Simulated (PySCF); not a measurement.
# One shape, several levels: Li2H2 ((LiH)2 ring)

Wanted: a comparison of 5 runs (BCCD(T)/STO-6G, CCSDT(Q)/STO-6G, CCSDTQ/STO-6G, NEVPT2(2,2)/STO-6G, QCISD(T)/STO-6G) of Li2H2 ((LiH)2 ring). 

The results are computed with PySCF 2.14.0.

4 further runs of the same task are left out: 4 set aside as unsound or not needed.

**1. The structure to begin with**

Li2H2: 4 atoms, total charge 0, spin state singlet. Geometry: a GFN2-xTB relaxation, a rough one for these elements and not checked as a minimum.

Bond lengths: Li1–H2 1.684 Å, H2–Li3 1.685 Å, Li1–H4 1.686 Å, Li3–H4 1.684 Å. Angles: Li1–H2–Li3 81.5°, Li1–H4–Li3 81.5°, H2–Li1–H4 98.5°, H2–Li3–H4 98.5°.

**2. A single-point energy at BCCD(T)/STO-6G (run 1)**

input.xyz

```xyz
4
H2Li2
Li     0.748450     0.467780    -0.657020
H     -0.711410     1.057560    -0.059410
Li    -0.748660    -0.467860     0.656490
H      0.711620    -1.057470     0.059940
```

input.py

```python
from pyscf import gto, scf, cc
from pyscf.cc.bccd import bccd_kernel_

molecule = gto.M(
    atom='input.xyz',
    basis='sto-6g',
    max_memory=1860,
    verbose=3,
)

mf = scf.RHF(molecule)
mf.conv_tol = 1e-10
mf.kernel()
if not mf.converged:
    mf = mf.newton().run(mf.mo_coeff, mf.mo_occ)

mycc = cc.CCSD(mf).run()
mycc = bccd_kernel_(mycc, diis=True)
e_t = mycc.ccsd_t()
e_final = mycc.e_tot + e_t
print('E(%s) = %.9f' % ('BCCD(T)', e_final))
```

Launch:

```
OMP_NUM_THREADS=1 python input.py
```

What it wrote:

```text
converged SCF energy = -15.978865698379
E(CCSD) = -16.01752796115083  E_corr = -0.0386622627718285
BCCD loop starts.

******** <class 'pyscf.cc.ccsd.CCSD'> ********
CC2 = 0
CCSD nocc = 4, nmo = 12
max_cycle = 50
direct = 0
conv_tol = 1e-07
conv_tol_normt = 1e-05
diis_space = 6
diis_start_cycle = 0
diis_start_energy_diff = 1e+09
Init E_corr(CCSD) = -0.0386388047860862
cycle = 1  E_corr(CCSD) = -0.03893216988414  dE = -0.000293365098  norm(t1,t2) = 0.0116749
cycle = 2  E_corr(CCSD) = -0.0388977385153917  dE = 3.44313687e-05  norm(t1,t2) = 0.00313568
cycle = 3  E_corr(CCSD) = -0.0388634124839852  dE = 3.43260314e-05  norm(t1,t2) = 0.00146849
cycle = 4  E_corr(CCSD) = -0.0388537821293381  dE = 9.63035465e-06  norm(t1,t2) = 0.000350939
cycle = 5  E_corr(CCSD) = -0.0388540007210167  dE = -2.18591679e-07  norm(t1,t2) = 5.54046e-05
cycle = 6  E_corr(CCSD) = -0.0388538283291759  dE = 1.72391841e-07  norm(t1,t2) = 1.43951e-05
cycle = 7  E_corr(CCSD) = -0.0388536421660646  dE = 1.86163111e-07  norm(t1,t2) = 3.8634e-06
cycle = 8  E_corr(CCSD) = -0.0388536093511723  dE = 3.28148923e-08  norm(t1,t2) = 1.2829e-06
CCSD converged
E(CCSD) = -16.01751395639003  E_corr = -0.03885360935117228
BCC iter:    0  E:     -16.017513956390  dE:    1.400e-05  |t1|:    1.093e-03

******** <class 'pyscf.cc.ccsd.CCSD'> ********
CC2 = 0
CCSD nocc = 4, nmo = 12
max_cycle = 50
direct = 0
conv_tol = 1e-07
conv_tol_normt = 1e-05
diis_space = 6
diis_start_cycle = 0
diis_start_energy_diff = 1e+09
Init E_corr(CCSD) = -0.038842110211307
cycle = 1  E_corr(CCSD) = -0.0388251494019865  dE = 1.69608093e-05  norm(t1,t2) = 0.000905271
cycle = 2  E_corr(CCSD) = -0.0388283381656485  dE = -3.18876366e-06  norm(t1,t2) = 0.000197524
cycle = 3  E_corr(CCSD) = -0.038830728642682  dE = -2.39047703e-06  norm(t1,t2) = 5.97599e-05
cycle = 4  E_corr(CCSD) = -0.0388312395988556  dE = -5.10956174e-07  norm(t1,t2) = 1.36404e-05
cycle = 5  E_corr(CCSD) = -0.0388311960136144  dE = 4.35852412e-08  norm(t1,t2) = 3.65923e-06
CCSD converged
E(CCSD) = -16.0175149196209  E_corr = -0.03883119601361436
BCC iter:    1  E:     -16.017514919621  dE:   -9.632e-07  |t1|:    6.768e-05

******** <class 'pyscf.cc.ccsd.CCSD'> ********
CC2 = 0
CCSD nocc = 4, nmo = 12
max_cycle = 50
direct = 0
conv_tol = 1e-07
conv_tol_normt = 1e-05
diis_space = 6
diis_start_cycle = 0
diis_start_energy_diff = 1e+09
Init E_corr(CCSD) = -0.0388317339964039
cycle = 1  E_corr(CCSD) = -0.0388327160414086  dE = -9.82045005e-07  norm(t1,t2) = 5.29727e-05
cycle = 2  E_corr(CCSD) = -0.0388325390226708  dE = 1.77018738e-07  norm(t1,t2) = 1.16041e-05
cycle = 3  E_corr(CCSD) = -0.0388324090080061  dE = 1.30014665e-07  norm(t1,t2) = 3.18321e-06
cycle = 4  E_corr(CCSD) = -0.0388323860614202  dE = 2.29465859e-08  norm(t1,t2) = 5.44752e-07
CCSD converged
E(CCSD) = -16.01751489233008  E_corr = -0.03883238606142025
BCC iter:    2  E:     -16.017514892330  dE:    2.729e-08  |t1|:    1.978e-06
CCSD(T) correction = -0.000274232350580662
E(BCCD(T)) = -16.017789125
```

It took 1 s on 1 thread of Arm Neoverse V1, shared host; peak memory 0.1 GiB.

**3. A single-point energy at CCSDT(Q)/STO-6G (run 2)**

input.py

```python
from pyscf import gto, scf, cc

mol = gto.Mole()
mol.atom = '''
Li     1.414366     0.883976    -1.241588
H     -1.344370     1.998499    -0.112269
Li    -1.414762    -0.884127     1.240586
H      1.344767    -1.998329     0.113270
'''
mol.spin = 0
mol.unit = 'bohr'
mol.max_memory = 1860
mol.basis = 'sto-6g'
mol.charge = 0
mol.verbose = 4
mol.build()

mf = scf.RHF(mol)
mf.conv_tol = 1e-10
mf.kernel()
if not mf.converged:
    mf = mf.newton().run(mf.mo_coeff, mf.mo_occ)

mycc = cc.CCSDT(mf)
mycc.kernel()
e_bracket, e_q = mycc.ccsdt_q()
energy = mycc.e_tot + e_q
print(f'total energy: {energy:.8f} hartree')
```

Launch:

```
OMP_NUM_THREADS=1 python input.py
```

What it wrote:

```text
PySCF version 2.14.0

[... 52 lines left out ...]
converged SCF energy = -15.9788656988564
[... 15 lines left out ...]
WARN: A large `blksize` is being used, which may cause large memory consumption
[... 3 lines left out ...]
WARN: A large `blksize_oovv` is being used, which may cause large memory consumption
[... 3 lines left out ...]
WARN: A large `blksize_oooo` is being used, which may cause large memory consumption
[... 12 lines left out ...]
Init t2, MP2 energy = -16.005702134174  E_corr(MP2) -0.026836435317
[... 12 lines left out ...]
RCCSDT converged
[... 5 lines left out ...]
total energy: -16.01793377 hartree
```

Run time: 1 s. Hardware: 1 thread of Arm Neoverse V1, shared host; peak memory 0.1 GiB.

Runs 3 to 4 aren't shown in full; the table further down has their settings and results.

**4. The energy at QCISD(T)/STO-6G (run 5)**

run.py

```python
from pyscf import gto, scf, cc

system = gto.M(
    atom='''
Li       0.748450       0.467780      -0.657020
H       -0.711410       1.057560      -0.059410
Li      -0.748660      -0.467860       0.656490
H        0.711620      -1.057470       0.059940
''',
    basis='sto-6g',
    verbose=3,
    spin=0,
    max_memory=1860,
)

hf = scf.RHF(system)
hf.conv_tol = 1e-10
hf.kernel()
if not hf.converged:
    hf = hf.newton().run(hf.mo_coeff, hf.mo_occ)

mycc = cc.QCISD(hf)
mycc.kernel()
e_t = mycc.qcisd_t()
e_tot = mycc.e_tot + e_t
print(f'total energy: {e_tot:.8f} hartree')
```

Launch:

```
OMP_NUM_THREADS=1 python run.py
```

What it wrote:

```text
converged SCF energy = -15.978865698379
E(QCISD) = -16.01754220123724  E_corr = -0.03867650285823435
QCISD(T) correction = -0.000258651713470165
total energy: -16.01780085 hartree
```

It took 0.83 s on 1 thread of Arm Neoverse V1, shared host; peak memory 0.1 GiB.

**5. All runs side by side**

| run | level | frozen core orbitals | active selection | energy (Eh) | correlation energy (mEh) | wall time |
| --- | --- | --- | --- | --- | --- | --- |
| 1 | BCCD(T)/STO-6G | 0 | – | -16.017789 | -38.9 | 1 s |
| 2 | CCSDT(Q)/STO-6G | 0 | – | -16.017934 | -39.1 | 1 s |
| 3 | CCSDTQ/STO-6G | 0 | – | -16.017937 | -39.1 | 21 s |
| 4 | NEVPT2(2,2)/STO-6G | – | mp2 natural orbitals | -16.008901 | – | 0.93 s |
| 5 | QCISD(T)/STO-6G | 0 | – | -16.017801 | -38.9 | 0.83 s |

**6. What came out**

```
                                    quantity         value
                         run 5: total energy  -16.01780 Eh
 run 5: dipole moment (Hartree–Fock density)        0.00 D
  run 5: HOMO energy (Hartree–Fock orbitals)      -8.34 eV
  run 5: LUMO energy (Hartree–Fock orbitals)       3.04 eV
run 5: HOMO–LUMO gap (Hartree–Fock orbitals)      11.38 eV
                   run 5: correlation energy     -38.9 mEh
                       run 5: (T) correction     -0.26 mEh
                        run 5: T1 diagnostic         0.006
```

In words: In runs 1, 2, 3, 4, 5 the basis is minimal, so the values are rough. All runs together took 25 s, the longest 21 s.
